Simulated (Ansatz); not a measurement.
**BNH2 (triplet): from Hartree-Fock to the top rungs, cc-pVTZ**

Aim: climb from Hartree-Fock through coupled cluster and multireference methods for BNH2 (triplet) at one geometry and basis, and see what each rung misses.

Computed with Ansatz 0.2.0, Gaussian basis. Level: cc-pVTZ, correlated electrons: outside noble gas.

To be run: UHF; CCSD(T) on ROHF; CCSD(T) on UHF; BCCD(T) on ROHF; CCSDT(Q) on ROHF; CCSDT(Q) on UHF; CASSCF and MRCISD+Q, 10 electrons in 10 orbitals; CASSCF and NEVPT2, 10 electrons in 10 orbitals.

### Step 1. The geometry

The geometry is a PBE0/def2-TZVP stationary point (not a proven minimum) of the parent state, kept for this charge and spin.

4 atoms, charge 0, spin multiplicity 3.

Atoms are counted from 1 here; the program's logs count them from 0.

Bond lengths: B1–N2 1.371 Å, N2–H3 1.011 Å, N2–H4 1.011 Å. Angles: B1–N2–H3 122.7°, B1–N2–H4 122.7°, H3–N2–H4 114.6°.

Geometry (Å):

```
B     0.0000    0.0000    0.8600
N     0.0000    0.0000   -0.5115
H     0.0000    0.8509   -1.0580
H     0.0000   -0.8509   -1.0580
```

In the tables R marks a restricted open-shell determinant and U an unrestricted one; 'valence' is the active space of 10 electrons in 10 orbitals; correlation energies count from the lowest restricted Hartree-Fock solution.

### Step 2. UHF

File in.yaml:

```yaml
crystal:
  periodic: [false, false, false]
  atoms:
    - {symbol: B, position_ang: [0.000000, 0.000000, 0.859982]}
    - {symbol: N, position_ang: [0.000000, 0.000000, -0.511503]}
    - {symbol: H, position_ang: [0.000000, 0.850874, -1.057997]}
    - {symbol: H, position_ang: [0.000000, -0.850874, -1.057997]}
basis:
  gaussian: {orbitals: cc-pVTZ}
magnetization: {spin_polarized: true, initial_magnetization: 2}
hamiltonian: {xc: hf}
output: {orbitals: {seedname: orbitals}}
```

Started as:

```
> ansatz run in.yaml --threads 1 --pin off --events-out ev --progress --plain --max-ram 4096MiB --backend cpu
```

After this run come: CCSD(T) on ROHF; CCSD(T) on UHF; BCCD(T) on ROHF; CCSDT(Q) on ROHF; CCSDT(Q) on UHF; CASSCF and MRCISD+Q, 10 electrons in 10 orbitals; CASSCF and NEVPT2, 10 electrons in 10 orbitals.

**Question.** What will the summary of the whole plan be? Wanted: correlation energy, UCCSDT(Q); RMP2 from UCCSDT(Q); UMP2 from UCCSDT(Q); RCCSD from UCCSDT(Q); RCCSD(T) from UCCSDT(Q); UCCSD(T) from UCCSDT(Q); RCCSDT(Q) from UCCSDT(Q); NEVPT2 valence from UCCSDT(Q); MRCISD+Q valence from UCCSDT(Q).

As calculated:

| quantity | value |
| --- | --- |
| correlation energy, UCCSDT(Q) | -7.9525 eV |
| RMP2 from UCCSDT(Q) | +749.5 meV |
| UMP2 from UCCSDT(Q) | +733.2 meV |
| RCCSD from UCCSDT(Q) | +323.2 meV |
| RCCSD(T) from UCCSDT(Q) | +28.3 meV |
| UCCSD(T) from UCCSDT(Q) | +28.3 meV |
| RCCSDT(Q) from UCCSDT(Q) | +1.5 meV |
| NEVPT2 valence from UCCSDT(Q) | +1075.2 meV |
| MRCISD+Q valence from UCCSDT(Q) | +68.3 meV |
| levels of the table within 1 kcal/mol (43 meV) | RCCSD(T), UCCSD(T), BCCD(T), RCCSDT, UCCSDT, RCCSDT(Q) |
| T1 diagnostic | 0.022 |
| effectively unpaired electrons | 2.02 |

In words: RCCSD(T) misses by +28.3 meV, 0.4 % of the correlation energy. One determinant dominates. Of the multireference levels listed MRCISD+Q valence comes nearest in total energy (+68.3 meV), which doesn't show that its space is the better one. These misses are within one basis, not against nature; the frozen cores of restricted and unrestricted runs differ, which can shift their rows.
